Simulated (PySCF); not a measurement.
# Computed and published core binding energies of `O=S=O`

What was measured (core binding energies): S 1s of S2 2483.70 eV [2]; S 1s of S2 2483.70 eV [3]; S 1s of S2 2483.90 eV [4]. Sources and the comparison follow the method.

Species: SO2.
Bonds: O1–S2 (double), S2–O3 (double).

Method: delta-SCF UKS SCAN, pcX-2 on the ionised atom, pcseg-1 elsewhere, spin-free X2C (PySCF). Binding energies are ΔSCF values: E(core-ionised, relaxed orbitals) − E(ground state) at a fixed geometry, referred to the vacuum level.

```csv
atom,environment,level,this calculation (eV),reference (eV),difference (eV),source
S2,sulfur bonded to 2 O,S 1s,2483.39,2483.50,-0.11,[1]
S2,sulfur bonded to 2 O,S 1s,2483.39,2483.70,-0.31,[2]
S2,sulfur bonded to 2 O,S 1s,2483.39,2483.70,-0.31,[3]
S2,sulfur bonded to 2 O,S 1s,2483.39,2483.90,-0.51,[4]
```

[1] computed, SFX2C-1e-ΔCCSD(T)/cc-pCVTZ-unc* + high-level relativistic corrections, gas; Zheng, Zhang, Jin, Southworth, Cheng, Phys. Chem. Chem. Phys. 2022, 24, 13587
[2] measured, gas; Cunha, Hait, Kang, Mao, Head-Gordon, J. Phys. Chem. Lett. 2022, 13, 3438 (arXiv:2111.08405)
[3] measured, gas; Zheng, Zhang, Jin, Southworth, Cheng, Phys. Chem. Chem. Phys. 2022, 24, 13587
[4] measured, gas; Besley, J. Chem. Theory Comput. 2021, 17, 3644 (DFT calculations of core-electron binding energies at the K-edge of heavier elements)

How far is it from the measured entries?

Over the 2 different measured values (1 distinct line) the mean signed difference is -0.41 eV, the mean unsigned one 0.41 eV and the largest 0.51 eV; the computed references in the table aren't counted. The calculation is vertical and has no vibrational structure, and measured positions depend on the energy calibration.

What does the calculation give for the levels without a reference value here?

O1/O3 O 1s 539.64 eV.

The first atom of each set that the bonding makes equivalent was ionised and stands for the set. Not every level is listed. Geometry: PBE0-D3(BJ)/def2-SVP; no solvent, vibrations or thermal averaging.
